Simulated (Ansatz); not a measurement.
# SiCN+ (triplet): wave-function methods side by side, def2-TZVPP

One table from this session's results is given with a row withheld; the runs are named, their logs left out.

The runs use Ansatz 0.2.0, Gaussian basis; def2-TZVPP, core rule «outside noble gas», up to 7 orbitals frozen.

The runs, in order: UHF; ROHF; CCSD(T) on UHF.

2 further runs of the same task are left out: 2 set aside as unsound or not needed.

### What is computed

The geometry is a PBE0/def2-TZVP stationary point (not a proven minimum) of the parent state, kept for this charge and spin.

3 atoms, charge 1, spin multiplicity 3.

Atoms are counted from 1 here; the program's logs count them from 0.

Bond lengths: N1–C2 1.163 Å, C2–Si3 1.842 Å. Angles: N1–C2–Si3 180.0°.

Coordinates:

```xyz
3
CNSi
N     0.00000    0.00000   -1.38910
C     0.00000    0.00000   -0.22660
Si    0.00000    0.00000    1.61570
```

The first run:

in.yaml

```yaml
crystal:
  periodic: [false, false, false]
  atoms:
    - {symbol: N, position_ang: [0.000000, 0.000000, -1.389100]}
    - {symbol: C, position_ang: [0.000000, 0.000000, -0.226600]}
    - {symbol: Si, position_ang: [0.000000, 0.000000, 1.615700]}
basis:
  gaussian: {orbitals: def2-TZVPP}
total_charge: 1
magnetization: {spin_polarized: true, initial_magnetization: 2}
hamiltonian: {xc: hf}
output: {orbitals: {seedname: orbitals}}
```

The run is started by

```sh
ansatz run in.yaml --threads 1 --pin off --events-out ev --progress --plain --max-ram 4096MiB --backend cpu
```

Among the steps run: UHF; ROHF; CCSD(T) on UHF.

One of the session's tables, all rows but one given; the rest of the session is left out.

```
  method  from UCCSD(T) (kJ/mol)
    ROHF                 +1075.5
     UHF                 +1067.4
    UMP2                  +119.3
   UCCSD                       ?
UCCSD(T)                       0
```

Estimate the missing values for UCCSD.

**Answer.** from UCCSD(T) (kJ/mol): +64.7. In the column «from UCCSD(T) (kJ/mol)» it lies between UCCSD(T) (0) and UMP2 (+119.3).
